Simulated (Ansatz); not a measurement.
```yaml
crystal:
  periodic: [false, false, false]
  atoms:
    - {symbol: W, position_ang: [-0.186373, 0.001385, 0.001158]}
    - {symbol: N, position_ang: [1.950039, -0.014492, -0.012121]}
    - {symbol: H, position_ang: [2.290817, -1.008110, -0.008953]}
    - {symbol: H, position_ang: [2.307183, 0.483015, 0.841315]}
    - {symbol: H, position_ang: [2.296446, 0.473860, -0.875216]}
basis:
  gaussian: {orbitals: def2-TZVP}
total_charge: 1
magnetization: {spin_polarized: true, initial_magnetization: 5}
hamiltonian: {xc: pbe0}
relax: {f_tol: 0.004, max_steps: 80}
```

```sh
$ ansatz run in.yaml --threads 1 --pin off --events-out ev --progress --plain --max-ram 2176MiB
```

Steps of the relaxation (energy above the last step; positions in Å, forces in eV/Å):

```
5
step 1, 86.1 meV
W    -0.186    0.001    0.001   -0.208    0.002    0.001
N     1.950   -0.014   -0.012    0.433   -0.003   -0.003
H     2.291   -1.008   -0.009   -0.066    1.264   -0.006
H     2.307    0.483    0.841   -0.086   -0.637   -1.090
H     2.296    0.474   -0.875   -0.073   -0.625    1.098
```

```
5
step 2, 3.8 meV
W    -0.226    0.002    0.001    0.072   -0.001    0.000
N     1.928   -0.014   -0.012    0.237   -0.002   -0.001
H     2.312   -0.969   -0.009   -0.101    0.301   -0.001
H     2.327    0.463    0.807   -0.106   -0.151   -0.259
H     2.317    0.454   -0.841   -0.102   -0.148    0.261
```

```
5
step 3, 0.0 meV
W    -0.220    0.002    0.001   -0.024    0.000    0.000
N     1.927   -0.014   -0.012    0.036    0.000    0.000
H     2.310   -0.961   -0.009   -0.004   -0.009    0.000
H     2.326    0.459    0.800   -0.004    0.005    0.008
H     2.315    0.450   -0.834   -0.004    0.005   -0.008
```

```
5
step 5, 0.0 meV
W    -0.221    0.002    0.001    0.001    0.000    0.000
N     1.928   -0.014   -0.012    0.002    0.000    0.000
H     2.310   -0.961   -0.009   -0.001    0.000    0.000
H     2.326    0.459    0.801   -0.001    0.000    0.000
H     2.315    0.451   -0.835   -0.001    0.000    0.000
```

Close pairs at the end: N2–H4 1.021 Å, N2–H3 1.021 Å, N2–H5 1.021 Å, W1–N2 2.149 Å.

A stationary point of unrestricted PBE0 after 5 steps, with ⟨S²⟩ = 8.757 against 8.75 for a pure state; no frequencies were run, so it isn't proven a minimum. 20 s on 1 thread of Arm Neoverse V2, shared host.
